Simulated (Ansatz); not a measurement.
**Sn3O2: from a trial structure to a relaxed crystal**

The calculation used Ansatz 0.2.0, DFT PBE, scalar-relativistic, plane waves, PAW. Cutoff 420 eV, Γ-centred k mesh, Gaussian smearing, no spin polarisation in the final step.

Sn3O2 was placed on the anti-corundum structure type (R-3c, No. 167), with O in place of Al, Sn in place of O, at a guessed volume.

```
CELL_PARAMETERS angstrom
3.10001 1.78979 5.64249
-3.10001 1.78979 5.64249
0.00000 -3.57959 5.64249
ATOMIC_POSITIONS crystal
Sn 0.05625 0.44375 0.75000
Sn 0.75000 0.05625 0.44375
Sn 0.44375 0.75000 0.05625
Sn 0.94375 0.55625 0.25000
Sn 0.25000 0.94375 0.55625
Sn 0.55625 0.25000 0.94375
O 0.85218 0.85218 0.85218
O 0.64782 0.64782 0.64782
O 0.14782 0.14782 0.14782
O 0.35218 0.35218 0.35218
```

Cell and atoms relax at zero pressure; the relaxation can't lower the symmetry of the start. After a coarse first stage the cell is made exact in the group found at 0.06 Å.

The zero of energy is the elements' standard structures at the same level (O₂ as a molecule); no fitted shifts are applied.

(1) Describe the relaxed structure.

(2) What are its volume, energy, density and gap?

## Answers

(1) It keeps R-3c (No. 167), but not the shape of the type it started on. Conventional cell: a = 5.702 Å, c = 20.670 Å. Sn has 2 O at 2.31 Å; around O lie 3 Sn at 2.31 Å, 1 O at 2.64 Å and 3 Sn at 2.85 Å.

```xyz
10
Lattice="2.8511 1.6461 6.8898 -2.8511 1.6461 6.8898 0.0000 -3.2921 6.8898" Properties=species:S:1:pos:R:3 pbc="T T T"
Sn   -0.9576    1.6461   12.0572
Sn   -0.9467   -1.6524   12.0572
Sn    1.9043    0.0063   12.0572
Sn    0.9576   -1.6461    8.6123
Sn    0.9467    1.6524    8.6123
Sn   -1.9043   -0.0063    8.6123
O     0.0000    0.0000    6.4891
O     0.0000    0.0000    3.8457
O     0.0000    0.0000   14.1805
O     0.0000    0.0000   16.8238
```

(2) The volume per atom is 19.40 Å³. The density is 6.64 g/cm³. The energy over the elements is -0.57 eV/atom and the gap on the 12×12×12 mesh is 0 eV (a metal).

The final run used a 12×12×12 mesh on its 10-atom cell and 0.10 eV smearing. For metals, differences of a few meV/atom aren't resolved. Symmetry constrained the relaxation, so the result can be a saddle point.

Cost: 4 runs of about 24 core-minutes in all, on Intel Xeon Platinum 8375C (Ice Lake) (shared hosts).